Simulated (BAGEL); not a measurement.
# UHF/6-31G(d) (density fitting with qzvpp-jkfit, spherical functions) run of Si3H7 (SMILES [SiH3][SiH][SiH3])

What is the energy change on altering one bond length of Si3H7 at UHF/6-31G* (density fitting with qzvpp-jkfit, spherical functions)? 

The calculation is run with BAGEL 1.2.2.

**1. The system as given**

The species is Si3H7 (10 atoms), meant as a doublet with charge 0. SMILES: `[SiH3][SiH][SiH3]`. Geometry: relaxed at PBE0-D4/def2-TZVP.

Bond lengths: Si1–Si2 2.324 Å, Si2–Si3 2.324 Å, Si1–H4 1.487 Å, Si1–H5 1.487 Å, Si1–H6 1.490 Å, Si2–H7 1.491 Å, Si3–H8 1.487 Å, Si3–H9 1.490 Å, Si3–H10 1.487 Å. Some angles: Si1–Si2–Si3 117.3°, Si1–Si2–H7 113.2°, Si3–Si2–H7 113.2°, Si2–Si1–H4 108.6°, Si2–Si1–H5 110.1°, Si2–Si1–H6 112.2°, Si2–Si3–H8 108.6°, Si2–Si3–H9 112.2°, Si2–Si3–H10 110.1°, H4–Si1–H5 109.1°.

**2. The energy at UHF/6-31G(d) (density fitting with qzvpp-jkfit, spherical functions)**

calc.json reads:

```json
{ "bagel": [

{
  "title": "molecule",
  "basis": "6-31gs.json",
  "df_basis": "qzvpp-jkfit",
  "angstrom": true,
  "geometry": [
    { "atom": "Si", "xyz": [      -1.326900,       0.854900,      -1.209200 ] },
    { "atom": "Si", "xyz": [       0.719400,      -0.131600,      -0.719600 ] },
    { "atom": "Si", "xyz": [       1.000400,      -1.003300,       1.416100 ] },
    { "atom": "H", "xyz": [      -2.411900,      -0.065200,      -0.777100 ] },
    { "atom": "H", "xyz": [      -1.443700,       1.089800,      -2.673000 ] },
    { "atom": "H", "xyz": [      -1.505500,       2.157900,      -0.508900 ] },
    { "atom": "H", "xyz": [       1.885800,       0.672200,      -1.184600 ] },
    { "atom": "H", "xyz": [      -0.178100,      -1.849500,       1.741300 ] },
    { "atom": "H", "xyz": [       1.115000,       0.064100,       2.449300 ] },
    { "atom": "H", "xyz": [       2.228500,      -1.840300,       1.468800 ] }
  ]
},

{
  "title": "uhf",
  "nopen": 1
},

{
  "title": "print",
  "file": "orbitals.molden",
  "orbitals": true
}

]}
```

The basis set 6-31G* is read from a file made from the Basis Set Exchange's data (not shown).

The run is started by

```bash
$ BAGEL_NUM_THREADS=1 BAGEL calc.json > calc.out
```

Standard output:

```text
* using 1 threads per process

  ===============================================================
  ===============================================================

  *** Geometry ***

  { "atom" : "Si", "xyz" : [     -2.507478,      1.615527,     -2.285057 ] },
  { "atom" : "Si", "xyz" : [      1.359469,     -0.248688,     -1.359847 ] },
  { "atom" : "Si", "xyz" : [      1.890482,     -1.895962,      2.676041 ] },
  { "atom" : "H", "xyz" : [     -4.557830,     -0.123210,     -1.468506 ] },
  { "atom" : "H", "xyz" : [     -2.728198,      2.059424,     -5.051238 ] },
  { "atom" : "H", "xyz" : [     -2.844983,      4.077840,     -0.961682 ] },
  { "atom" : "H", "xyz" : [      3.563646,      1.270274,     -2.238570 ] },
  { "atom" : "H", "xyz" : [     -0.336560,     -3.495048,      3.290580 ] },
  { "atom" : "H", "xyz" : [      2.107045,      0.121131,      4.628506 ] },
  { "atom" : "H", "xyz" : [      4.211255,     -3.477663,      2.775630 ] },

  Number of auxiliary basis functions:      510

  Since a DF basis is specified, we compute 2- and 3-index integrals:
    o Being stored without compression. Storage requirement is 0.019 GB

  Number of basis functions:       68
  Number of electrons      :       49

    * METHOD: MOLECULE                             0.22

  *** Open-shell HF ***

  === Nuclear Repulsion ===
   181.6728796347

      * DIIS with orbital gradients will be used.

  === UHF iteration (6-31gs.json) ===
      0       -870.70461425          0.01732156           0.11
      1       -870.76490653          0.00547800           0.11
      2       -870.77128068          0.00184132           0.11
      3       -870.77237104          0.00044931           0.11
      4       -870.77247516          0.00016950           0.11
      5       -870.77251173          0.00004091           0.11
      6       -870.77251677          0.00001065           0.11
      7       -870.77251737          0.00000385           0.11
      8       -870.77251746          0.00000137           0.11
      9       -870.77251747          0.00000045           0.11
     10       -870.77251747          0.00000015           0.11
     11       -870.77251747          0.00000006           0.11
     12       -870.77251747          0.00000002           0.11
     13       -870.77251747          0.00000001           0.11
    * SCF iteration converged.

    * S^2 (UHF) is 0.7598

    * Permanent dipole moment:
           (   -0.002495,     0.000345,     0.002644) a.u.

    * METHOD: UHF                                  1.71

    * METHOD: PRINT                                0.01

  ===============================================================
```

Wall time 2.1 s (1 thread of Arm Neoverse V2, shared host); peak memory 0.11 GiB.

**3. The distorted shape at the same level**

job.json reads:

```json
{ "bagel" : [

{
  "title" : "molecule",
  "basis" : "6-31gs.json",
  "df_basis" : "qzvpp-jkfit",
  "angstrom" : true,
  "geometry" : [
    { "atom" : "Si", "xyz" : [   -0.973336,    1.108770,   -1.306764 ] },
    { "atom" : "Si", "xyz" : [    1.072964,    0.122270,   -0.817164 ] },
    { "atom" : "Si", "xyz" : [    1.353964,   -0.749430,    1.318536 ] },
    { "atom" : "H", "xyz" : [   -2.058336,    0.188670,   -0.874664 ] },
    { "atom" : "H", "xyz" : [   -1.090136,    1.343670,   -2.770564 ] },
    { "atom" : "H", "xyz" : [   -1.151936,    2.411770,   -0.606464 ] },
    { "atom" : "H", "xyz" : [    2.239364,    0.926070,   -1.282164 ] },
    { "atom" : "H", "xyz" : [   -0.178100,   -1.849500,    1.741300 ] },
    { "atom" : "H", "xyz" : [    1.468564,    0.317970,    2.351736 ] },
    { "atom" : "H", "xyz" : [    2.582064,   -1.586430,    1.371236 ] }
  ]
},
{ "title" : "uhf", "charge" : 0, "nopen" : 1 },
{ "title" : "print", "file" : "orbitals.molden", "orbitals" : true }

]}
```

The basis set 6-31G* is read from a file made from the Basis Set Exchange's data (not shown).

The run is started by

```bash
$ BAGEL_NUM_THREADS=1 BAGEL job.json > job.out
```

Standard output:

```text
* using 1 threads per process

  ===============================================================
  ===============================================================

  *** Geometry ***

  { "atom" : "Si", "xyz" : [     -1.839338,      2.095272,     -2.469426 ] },
  { "atom" : "Si", "xyz" : [      2.027608,      0.231057,     -1.544216 ] },
  { "atom" : "Si", "xyz" : [      2.558621,     -1.416217,      2.491672 ] },
  { "atom" : "H", "xyz" : [     -3.889691,      0.356535,     -1.652875 ] },
  { "atom" : "H", "xyz" : [     -2.060058,      2.539168,     -5.235607 ] },
  { "atom" : "H", "xyz" : [     -2.176844,      4.557585,     -1.146051 ] },
  { "atom" : "H", "xyz" : [      4.231785,      1.750019,     -2.422939 ] },
  { "atom" : "H", "xyz" : [     -0.336560,     -3.495048,      3.290580 ] },
  { "atom" : "H", "xyz" : [      2.775184,      0.600876,      4.444137 ] },
  { "atom" : "H", "xyz" : [      4.879394,     -2.997918,      2.591260 ] },

  Number of auxiliary basis functions:      510

  Since a DF basis is specified, we compute 2- and 3-index integrals:
    o Being stored without compression. Storage requirement is 0.019 GB

  Number of basis functions:       68
  Number of electrons      :       49

    * METHOD: MOLECULE                             0.22

  *** Open-shell HF ***

  === Nuclear Repulsion ===
   180.1568570339

      * DIIS with orbital gradients will be used.

  === UHF iteration (6-31gs.json) ===
      0       -870.66231242          0.01710361           0.11
      1       -870.72293171          0.00545073           0.11
      2       -870.72938862          0.00183728           0.10
      3       -870.73048168          0.00049322           0.11
      4       -870.73060443          0.00017792           0.11
      5       -870.73064446          0.00004215           0.11
      6       -870.73064949          0.00001385           0.11
      7       -870.73065049          0.00000529           0.11
      8       -870.73065076          0.00000226           0.11
      9       -870.73065089          0.00000073           0.11
     10       -870.73065094          0.00000035           0.12
     11       -870.73065098          0.00000022           0.11
     12       -870.73065101          0.00000016           0.11
     13       -870.73065104          0.00000010           0.11
     14       -870.73065106          0.00000006           0.11
     15       -870.73065106          0.00000004           0.11
     16       -870.73065106          0.00000002           0.10
     17       -870.73065106          0.00000001           0.10
    * SCF iteration converged.

    * S^2 (UHF) is 0.7601

    * Permanent dipole moment:
           (   -0.240488,    -0.229589,     0.143965) a.u.

    * METHOD: UHF                                  2.12

    * METHOD: PRINT                                0.01

  ===============================================================
```

Run time: 2.5 s. Hardware: 1 thread of Arm Neoverse V2, shared host; peak memory 0.1 GiB.

**4. Summary of results**

Level: UHF/6-31G* (density fitting with qzvpp-jkfit, spherical functions).

| quantity | value |
| --- | --- |
| first shape: total energy | -870.77252 Eh |
| first shape: dipole moment | 0.01 D |
| first shape: ⟨S²⟩ | 0.760 |
| distorted shape: total energy | -870.73065 Eh |
| distorted shape: dipole moment | 0.92 D |
| distorted shape: ⟨S²⟩ | 0.760 |
| energy change with the Si3–H8 bond stretched from 1.487 to 1.933 Å | 1.139 eV |

**Reading.** With the Si3–H8 bond stretched from 1.487 to 1.933 Å the energy rises by 1.14 eV (26 kcal/mol). The first shape isn't relaxed at this level, so the change isn't measured from a minimum.
